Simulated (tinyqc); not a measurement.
RHF in the sto-3g basis, for H2O, spin multiplicity 1, step by step. One step of it, computed by the program tinyqc.

Problem. Orthogonalisation. S = U s U^T; canonical form X = U s^(-1/2), so that X^T S X = 1. Each column of U has its largest component positive (the first on a tie).

overlap S, order 1O 1s, 1O 2s, 1O 2px, 1O 2py, 1O 2pz, 2H 1s, 3H 1s:
```
[[1.000000, 0.236704, 0.000000, 0.000000, 0.000000, 0.032743, 0.032743],
 [0.236704, 1.000000, 0.000000, 0.000000, 0.000000, 0.348172, 0.348172],
 [0.000000, 0.000000, 1.000000, 0.000000, 0.000000, 0.000000, 0.000000],
 [0.000000, 0.000000, 0.000000, 1.000000, 0.000000, 0.238946, -0.238946],
 [0.000000, 0.000000, 0.000000, 0.000000, 1.000000, 0.204965, 0.204965],
 [0.032743, 0.348172, 0.000000, 0.238946, 0.204965, 1.000000, 0.171363],
 [0.032743, 0.348172, 0.000000, -0.238946, 0.204965, 0.171363, 1.000000]]
```

Give: eigenvalues of S; X.

Solution.

eigenvalues of S: [0.475, 0.566, 0.882, 1.000, 1.108, 1.263, 1.706]

X, order 1O 1s, 1O 2s, 1O 2px, 1O 2py, 1O 2pz, 2H 1s, 3H 1s:
```
[[-0.368, 0.000, 0.718, 0.000, 0.617, 0.000, 0.186],
 [0.986, 0.000, -0.303, 0.000, 0.326, 0.000, 0.446],
 [0.000, 0.000, 0.000, 1.000, 0.000, 0.000, 0.000],
 [0.000, 0.816, 0.000, 0.000, 0.000, 0.702, 0.000],
 [0.483, 0.000, 0.672, 0.000, -0.603, 0.000, 0.226],
 [-0.618, -0.742, -0.193, 0.000, -0.159, 0.386, 0.389],
 [-0.618, 0.742, -0.193, 0.000, -0.159, -0.386, 0.389]]
```
